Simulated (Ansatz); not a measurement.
# How the width of the whole s-p valence band of zinc-blende MgS (metastable phase) moves with the method

No measured value is used here.

| level (code) | value (eV) |
|---|---|
| LDA (Ansatz) | 11.33 |
| BLYP (Ansatz) | 11.33 |
| PBEsol (Ansatz) | 11.34 |
| r²SCAN (Ansatz) | … |
| B3LYP (VWN-RPA form) (Ansatz) | … |
| HSE06 (Ansatz) | … |
| PBE0 (Ansatz) | 12.55 |
| r²SCAN0 (Ansatz) | 12.84 |
| r²SCANh (Ansatz) | 12.22 |

Fill in the missing entries.


- r²SCAN (Ansatz, an electronic-structure program), value (eV): 11.81
- B3LYP (VWN-RPA form) (Ansatz), value (eV): 12.30
- HSE06 (Ansatz), value (eV): 12.50

Widths are read from band energies on the run's k points.  Values are at the measured cell. Cutoffs and k meshes differ between the levels. Ansatz's density-functional and Hartree–Fock values are scalar-relativistic unless marked +SOC, with PAW data made under PBE.
